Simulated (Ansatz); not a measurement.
**Structural energy differences of calcium**

The calculation used DFT, BLYP, plane waves (420 eV) with PAW, scalar-relativistic in Ansatz 0.2.0. The PAW files were generated under PBE, with cores re-solved for the functional.

Each structure is relaxed within its own symmetry, so a high-lying one may be dynamically unstable.

```
        structure  ΔE (meV/atom)  V (Å³/atom)                                     cell     magnetic state
              fcc              0        42.55                              a = 5.542 Å  spin not included
             dhcp              3        42.72  a = 3.919 Å, c = 12.844 Å (c/a = 3.277)  spin not included
              hcp              4        42.87   a = 3.922 Å, c = 6.436 Å (c/a = 1.641)  spin not included
              bcc             15        42.37                              a = 4.392 Å  spin not included
              A15             34        43.05                              a = 7.010 Å  spin not included
omega (AlB2-type)             52        43.13   a = 6.295 Å, c = 3.770 Å (c/a = 0.599)  spin not included
     beta-Sn type            245        43.92   a = 6.890 Å, c = 3.700 Å (c/a = 0.537)  spin not included
     simple cubic            365        45.55                              a = 3.571 Å  spin not included
          diamond            751        92.14                              a = 9.033 Å  spin not included
```

ΔE counts from fcc.

Differences under about 8 meV lie within the error of the k-point mesh.
